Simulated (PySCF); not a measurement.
**What the settings do**

Molecule: `[SiH3]O`, H4OSi; geometry GFN2-xTB.

Molfile (atoms numbered from 1):
```
H4OSi
     RDKit          3D

  6  5  0  0  0  0  0  0  0  0999 V2000
    1.1086   -0.1770    0.4821 O   0  0  0  0  0  0  0  0  0  0  0  0
   -0.4240    0.0496   -0.0086 Si  0  0  0  0  0  4  0  0  0  0  0  0
    1.8408   -0.1964   -0.1272 H   0  0  0  0  0  0  0  0  0  0  0  0
   -0.8264   -1.0169   -0.9280 H   0  0  0  0  0  0  0  0  0  0  0  0
   -0.5536    1.3372   -0.6938 H   0  0  0  0  0  0  0  0  0  0  0  0
   -1.1423    0.0054    1.2540 H   0  0  0  0  0  0  0  0  0  0  0  0
  1  2  1  0
  1  3  1  0
  2  4  1  0
  2  5  1  0
  2  6  1  0
M  END
```

All runs: PySCF, non-relativistic, gas phase unless a solvent (IEF-PCM) is named; grid level 2, GIAOs and SCF threshold 1e-9 unless changed. The yardstick, PBE0/pcSseg-1, gives these isotropic shieldings σ (ppm, equivalent atoms averaged): O1 339.0, Si2 386.0, H4/H5/H6 26.68, H3 31.36.

Question: What do these inputs give? (1) PBE0/6-311+G(2d,p); aux def2-qzvpp-jkfit; guess vsap; (2) revPBE/Sadlej pVTZ; max_cycle 73; scale 0.529; altered: scale 0.529; (3) OLYP/cc-pVDZ; common gauge at [0, 0, 0]; max_cycle 72

Answer: 
| run | outcome | functions | wall time | O1 | Si2 | H4/H5/H6 | H3 |
| --- | --- | --- | --- | --- | --- | --- | --- |
| 1 | converged | 86 | 2.1 s | 327.6 | 378.1 | 26.60 | 32.03 |
| 2 | converged | 92 | 4.9 s | 426.6 | 279.0 | 22.48 | 67.19 |
| 3 | converged | 52 | 2.2 s | 314.5 | 445.0 | 25.43 | 22.42 |

Times are on 1 thread of an INTEL XEON PLATINUM 8581C, shared host.

Question: Comment on the technical settings and failures.

Answer: 
- Run 1: The orbital basis differs from the yardstick's, which in itself moves the values. The starting guess changes the path of the SCF (9 cycles), not the solution, provided the same state is reached. The other auxiliary basis adds little: it changes only the density-fitting error.
- Run 2: The functional and orbital basis differ from the yardstick's, which in itself moves the values. All coordinates were scaled by 0.529, as happens with a wrong length unit (bohr read as Å or the reverse). The cycle limit changes the path of the SCF (10 cycles), not the solution, provided the same state is reached.
- Run 3: The functional and orbital basis differ from the yardstick's, which in itself moves the values. A common gauge origin replaces GIAOs; in a finite basis the shieldings then depend on that origin, the more so the further away the nucleus and the smaller the basis. The cycle limit changes the path of the SCF (9 cycles), not the solution, provided the same state is reached.

Runs 2, 3 were set up unsoundly or failed; their numbers aren't to be quoted as properties of the molecule.
